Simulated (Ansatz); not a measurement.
# CH5NSi: up Jacob's ladder to CCSD(T)

The task here is to estimate one member of a computed series from the others.

Method: functionals in def2-TZVPP, the program's frozen cores in correlated methods; program: Ansatz 0.2.0, Gaussian basis.

Plan: LDA (SPW92), PBE-D4, revPBE-D4, BLYP-D4, r2SCAN-D4, B97M-V, PBE0-D4, B3LYP-D4, r2SCANh-D4, r2SCAN0-D4, HSE06-D4, BHLYP-D4, CAM-B3LYP-D4, LC-ωPBE, ωB97X-V, ωB97M-V, B2PLYP, PBE-QIDH; CCSD(T)/def2-SVP; CCSD(T)/def2-TZVPP; MP2/def2-QZVPP; extrapolation to the limit; RPA on PBE.

### Structure used throughout

All runs share one geometry, relaxed beforehand with PBE0-D4 in a triple-zeta def2 set.

SMILES `C[Si]N`, 8 atoms, charge 0, spin multiplicity 1.

Atoms are counted from 1 here; the program's logs count them from 0.

Bond lengths: C1–Si2 1.904 Å, C1–H4 1.094 Å, C1–H5 1.094 Å, C1–H6 1.098 Å, Si2–N3 1.709 Å, N3–H7 1.008 Å, N3–H8 1.010 Å. Angles: Si2–C1–H4 115.0°, Si2–C1–H5 110.7°, Si2–C1–H6 107.9°, H4–C1–H5 108.8°, H4–C1–H6 108.0°, H5–C1–H6 106.1°, C1–Si2–N3 98.7°, Si2–N3–H7 121.7°, Si2–N3–H8 126.1°, H7–N3–H8 112.1°.

Coordinates:

```xyz
8
charge 0, multiplicity 1
C    -0.6600    0.8247   -0.5521
Si    0.9638    0.6538    0.4277
N     0.9322   -1.0344    0.6907
H    -1.0264   -0.1018   -1.0043
H    -0.5625    1.5834   -1.3341
H    -1.4314    1.1950    0.1359
H     1.6512   -1.5019    1.2201
H     0.2252   -1.6757    0.3603
```

Set-up of the first run:

Input file in.yaml:

```yaml
crystal:
  periodic: [false, false, false]
  atoms:
    - {symbol: C, position_ang: [-0.660023, 0.824688, -0.552058]}
    - {symbol: Si, position_ang: [0.963771, 0.653782, 0.427730]}
    - {symbol: N, position_ang: [0.932235, -1.034415, 0.690675]}
    - {symbol: H, position_ang: [-1.026431, -0.101825, -1.004274]}
    - {symbol: H, position_ang: [-0.562477, 1.583362, -1.334079]}
    - {symbol: H, position_ang: [-1.431434, 1.195019, 0.135889]}
    - {symbol: H, position_ang: [1.651212, -1.501889, 1.220110]}
    - {symbol: H, position_ang: [0.225247, -1.675721, 0.360307]}
basis:
  gaussian: {orbitals: def2-TZVPP}
hamiltonian: {xc: lda}
output: {orbitals: {seedname: orbitals}}
```

Among the steps run: LDA; PBE-D4 (GGA); revPBE-D4 (GGA); BLYP-D4 (GGA); r2SCAN-D4 (meta-GGA); B97M-V (meta-GGA); PBE0-D4 (hybrid); B3LYP-D4 (hybrid); r2SCANh-D4 (hybrid); r2SCAN0-D4 (hybrid); HSE06-D4 (hybrid); BHLYP-D4 (hybrid); CAM-B3LYP-D4 (range-separated); LC-ωPBE-D4 (range-separated; the results give it without D4); ωB97X-V (range-separated); ωB97M-V (range-separated); B2PLYP (double hybrid); PBE-QIDH (double hybrid).

One table of the session follows, with a row left open; its other results are not shown here.

It belongs to the step «Frontier levels by functional». 

```
  functional  HOMO (eV)  gap (eV)
 LDA (SPW92)      -5.05      3.00
      PBE-D4      -4.97      3.07
   revPBE-D4      -4.94      3.10
     BLYP-D4      -4.86      3.10
   r2SCAN-D4      -5.16      3.39
      B97M-V      -5.23      3.51
     PBE0-D4      -6.03      4.96
    B3LYP-D4      -5.86      4.60
  r2SCANh-D4      -5.55      4.09
  r2SCAN0-D4      -6.14      5.15
    HSE06-D4          ?         ?
    BHLYP-D4      -6.99      6.85
CAM-B3LYP-D4      -7.32      7.35
     LC-ωPBE      -8.60      9.70
     ωB97X-V      -8.29      9.31
     ωB97M-V      -8.13      9.02
```

Q: Estimate the row for HSE06-D4 from the others.

The run gave: HOMO (eV): -5.63; gap (eV): 4.18. In the column «HOMO (eV)» it lies between B3LYP-D4 (-5.86) and r2SCANh-D4 (-5.55).
